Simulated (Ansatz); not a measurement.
# B₂H₂+ (doublet): from Hartree-Fock to the top rungs, def2-QZVPP

The task here is to estimate one member of a computed series from the others.

Computed with Ansatz 0.2.0, Gaussian basis. Level: def2-QZVPP, core rule «outside noble gas», up to 2 orbitals frozen.

Plan: UHF; ROHF; CCSD(T) on UHF.

2 further runs of the same task are left out: 2 set aside as unsound or not needed.

**The system**

The geometry is a PBE0/def2-TZVP stationary point (not a proven minimum) of the parent state, kept for this charge and spin.

4 atoms, charge 1, spin multiplicity 2.

Atoms are counted from 1 here; the program's logs count them from 0.

Bond lengths: B1–B2 1.585 Å, B1–H3 1.197 Å, B1–H4 1.197 Å. Angles: B2–B1–H3 118.9°, B2–B1–H4 118.9°, H3–B1–H4 122.2°.

Set-up of the first run:

Input file in.yaml:

```yaml
crystal:
  periodic: [false, false, false]
  atoms:
    - {symbol: B, position_ang: [0.000000, 0.000000, 0.675628]}
    - {symbol: B, position_ang: [0.000000, 0.000000, -0.909454]}
    - {symbol: H, position_ang: [0.000000, 1.047868, 1.253990]}
    - {symbol: H, position_ang: [0.000000, -1.047868, 1.253990]}
basis:
  gaussian: {orbitals: "def2-QZVPP.json"}
total_charge: 1
magnetization: {spin_polarized: true, initial_magnetization: 1}
hamiltonian: {xc: hf}
output: {orbitals: {seedname: orbitals}}
```

The run is started by

```sh
> ansatz run in.yaml --threads 1 --pin off --events-out ev --progress --plain --max-ram 4096MiB --backend cpu
```

Among the steps run: UHF; ROHF; CCSD(T) on UHF.

One of the session's tables, all rows but one given; the rest of the session is left out.

It belongs to the step «Misses and costs». 

```
  method  from UCCSD(T) (meV)
    ROHF              +4587.5
     UHF              +4547.5
    UMP2               +865.6
   UCCSD                    ?
UCCSD(T)                    0
```

Q: Estimate the row for UCCSD from the others.

As computed: from UCCSD(T) (meV): +130.8. In the column «from UCCSD(T) (meV)» it lies between UCCSD(T) (0) and UMP2 (+865.6).
